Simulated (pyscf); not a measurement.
This saddle point was located with ωB97X-D3(BJ)/def2-SVP in PySCF.

```xyz
9

C      0.1332     0.4586    -0.0022
C     -0.0533    -0.6537     0.9677
F      1.2500    -0.4864     2.0824
F      0.1158    -1.8662     0.4385
H      1.1244     0.3767    -0.4721
H     -0.6355     0.4182    -0.7939
H      0.0597     1.4251     0.5151
H     -0.9085    -0.6308     1.6539
H      2.2037    -0.4231     2.8674
```
Charge 0, spin multiplicity 2.

Surface: doublet, charge 0. Lowest wavenumbers (cm⁻¹): 1960i, 215, 242, 310, 371.

**Question.** Which two sides does it connect, and which bonds change?

**Answer.** H₃C–CH(F)–F (SMILES CC(F)F) + H• (SMILES [H]) <-> H₃C–CH•–F (SMILES C[CH]F) + HF (SMILES F), an atom transfer read from left to right: C–F broken and F–H formed. At ωB97M-D3(BJ)/def2-TZVP it lies +34.3 kcal/mol from the left side and +48.3 kcal/mol from the right (each side as separated species at their lowest minima found). On the product side the descent ends in a complex (not fully relaxed), 4.5 kcal/mol under the separated species and 54.7 kcal/mol under the saddle at ωB97X-D3(BJ)/def2-TZVP. At ωB97X-D3(BJ) the barrier from the zero used here is 36.8 kcal/mol. One saddle was located; it need not be the lowest between these sides. The angle at the transferred F is 177°.
